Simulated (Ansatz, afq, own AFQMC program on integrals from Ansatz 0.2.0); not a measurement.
Two steps: Ansatz 0.2.0 writes the Fock matrix and Cholesky factors of the valence space, and afq projects on them the lowest state that overlaps trial and start.

```yaml
crystal:
  periodic: [false, false, false]
  atoms:
    - {symbol: Al, position_ang: [0.001379, 0.073153, -0.089886]}
    - {symbol: H, position_ang: [0.001379, -1.373669, -0.748235]}
    - {symbol: H, position_ang: [0.380969, -0.273532, 1.491661]}
    - {symbol: H, position_ang: [-0.419271, -0.311033, 1.662738]}
basis:
  gaussian: {orbitals: 6-31G}
magnetization: {spin_polarized: true, initial_magnetization: 2}
correlation: {method: ccsd_t, electrons: outside_noble_gas, hamiltonian_folder: ham}
```

```sh
$ ansatz run in.yaml --threads 1 --pin off --events-out ev --progress --plain --max-ram 16896MiB --backend cuda --devices 0, --max-vram 18GiB
```

Options of the walk:

```
--method phaseless --trial cisd --walkers 10 --populations 1 --least-time 40 --time-step 0.04 --steps-per-block 50 --equilibration-blocks 5 --max-blocks 30 --target-error 0.00058 --factor-cut 1e-05 --start determinant --seed 2417 --release-times 0.3,0.6,0.9,1.2 --release-step 0.1 --release-every 1 --taylor-order 8
```

Times are imaginary, in 1/Eh. The walk had a cap of 60 s.

Log:

```
orbitals 14  electrons 4 2  factors 84 of 234
reference energy -243.49007394 Eh
CCSD correlation -0.05604449 Eh in 11 cycles, weight of the determinant in the CISD state 0.9532
energy of the start -243.546120 Eh
 block  time / (1/Eh)  mean weight  energy / Eh
     1     2.000  0.9985  -243.546165
     2     4.000  0.9975  -243.546294
     3     6.000  1.0098  -243.546389
     4     8.000  0.9856  -243.547316
     5    10.000  0.9894  -243.547221
     7    14.000  0.9956  -243.545395
     9    18.000  1.0101  -243.546618
    11    22.000  1.0056  -243.547494
    13    26.000  1.0039  -243.546548
    15    30.000  1.0194  -243.546080
    17    34.000  0.9950  -243.545995
    19    38.000  1.0108  -243.549562
    21    42.000  1.0001  -243.546928
    23    46.000  1.0139  -243.546880
    25    50.000  0.9808  -243.546809
blocks merged  error / Eh  count
     1  0.000254  20
     2  0.000252  10
released: time / (1/Eh)  energy / Eh  error  mean overlap
  0.30  -243.546964  0.000201  0.9955
  0.60  -243.547010  0.000209  0.9932
  0.90  -243.547139  0.000161  0.9934
  1.20  -243.547077  0.000133  0.9888
energy -243.546926 +/- 0.000254 Eh
(rows thinned)
```

The run failed at least one of its tests; the cautions name the faults.

Against this walk (error 6.9 meV) on the same determinant: CCSD(T) 5.8 meV higher (within the noise), CCSDT(Q) 2.1 meV lower (within the noise), CCSDTQ 2.2 meV lower (within the noise), full CI 2.2 meV lower (within the noise), a separate phaseless walk with a CISD trial and standard settings 0.8 ± 6.9 meV lower (within the noise). The error is statistical and leaves out the bias of the constraint. Released to 1.20 1/Eh the energy moves by -4 ± 8 meV (both errors), within twice the noise.

Cautions: constraint bias not in the error; error not settled; lower spins were not checked; so few walkers bias the energy; the time-step error isn't removed.

The walk took 5.7 s on 1 × NVIDIA H100 80GB HBM3 with 2 threads of AMD EPYC 7R13 Processor (Zen 3), with other jobs on the host (the card was shared). The log's last line is the phaseless energy.

CCSDT and higher add their correlation energy to the determinant of the CCSD(T) run, since their own runs factorise the integrals more tightly (a shift of under 2 meV).
